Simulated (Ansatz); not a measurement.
# BSiHCl (doublet): wave-function methods side by side at a displaced geometry (v1), cc-pVDZ

Aim: climb from Hartree-Fock through coupled cluster and multireference methods for BSiHCl (doublet) at one geometry and basis, and see what each rung misses.

Program: Ansatz 0.2.0, Gaussian basis. Level of theory: cc-pVDZ, core rule «outside noble gas», up to 11 orbitals frozen. These are calculated values, not measurements.

The runs, in order: UHF; CCSD(T) on ROHF; CCSD(T) on UHF; BCCD(T) on ROHF; CISD as a restricted active space (open shells left free, so some higher excitations enter); CCSDT(Q) on ROHF; CCSDT(Q) on UHF; CASSCF and MRCISD+Q, 9 electrons in 9 orbitals; CASSCF and NEVPT2, 9 electrons in 9 orbitals.

17 further runs of the same task are left out: 5 that didn't finish, 12 set aside as unsound or not needed. Runs told in other sessions of the task aren't counted.

**1. The geometry**

The geometry is a PBE0/def2-TZVP stationary point (not a proven minimum) with its atoms shifted at random (size 0.040 Å).

4 atoms, charge 0, spin multiplicity 2.

Atoms are counted from 1 here; the program's logs count them from 0.

Bond lengths: B1–Si2 2.006 Å, Si2–Cl3 2.070 Å, Si2–H4 1.486 Å. Angles: B1–Si2–Cl3 129.1°, B1–Si2–H4 124.6°, Cl3–Si2–H4 106.3°.

**2. UHF**

File in.yaml:

```yaml
crystal:
  periodic: [false, false, false]
  atoms:
    - {symbol: B, position_ang: [-0.021119, -0.788828, 2.327750]}
    - {symbol: Si, position_ang: [-0.021952, 0.396180, 0.709483]}
    - {symbol: Cl, position_ang: [0.026012, -0.126785, -1.293212]}
    - {symbol: H, position_ang: [-0.076765, 1.881089, 0.750780]}
basis:
  gaussian: {orbitals: cc-pVDZ}
magnetization: {spin_polarized: true, initial_magnetization: 1}
hamiltonian: {xc: hf}
output: {orbitals: {seedname: orbitals}}
```

The run is started by

```sh
ansatz run in.yaml --threads 1 --pin off --events-out ev --progress --plain --max-ram 2393MiB
```

Further steps of the session: CCSD(T) on ROHF; CCSD(T) on UHF; BCCD(T) on ROHF; CISD as a restricted active space (open shells left free, so some higher excitations enter); CCSDT(Q) on ROHF; CCSDT(Q) on UHF; CASSCF and MRCISD+Q, 9 electrons in 9 orbitals; CASSCF and NEVPT2, 9 electrons in 9 orbitals.

Before running them: what should the planned runs give, taken together? Wanted: RCCSDT(Q) from the RHF energy; RMP2 from RCCSDT(Q); UMP2 from RCCSDT(Q); RCCSD from RCCSDT(Q); RCCSD(T) from RCCSDT(Q); UCCSD(T) from RCCSDT(Q); UCCSDT(Q) from RCCSDT(Q); T1 diagnostic.

The runs gave:

| quantity | value |
| --- | --- |
| RCCSDT(Q) from the ROHF energy | -9.0610 eV |
| RMP2 from RCCSDT(Q) | +38.01 kcal/mol |
| UMP2 from RCCSDT(Q) | +39.37 kcal/mol |
| RCCSD from RCCSDT(Q) | +7.98 kcal/mol |
| RCCSD(T) from RCCSDT(Q) | +1.64 kcal/mol |
| UCCSD(T) from RCCSDT(Q) | +2.20 kcal/mol |
| UCCSDT(Q) from RCCSDT(Q) | -0.01 kcal/mol |
| levels within 1 kcal/mol (43 meV) | RCCSDT, UCCSDT, UCCSDT(Q) |
| T1 diagnostic | 0.021 |

What this shows: RCCSD(T) misses by +1.64 kcal/mol, 0.8 % of the correlation energy. CCSD(T) misses by +1.64 kcal/mol on the restricted determinant and by +2.20 kcal/mol on the unrestricted one; the two need not hold the same state or core. These misses are within one basis, not against nature; the frozen cores of restricted and unrestricted runs differ, which can shift their rows.

With open shells the CI space here admits some higher excitations, so it is larger than plain CISD.
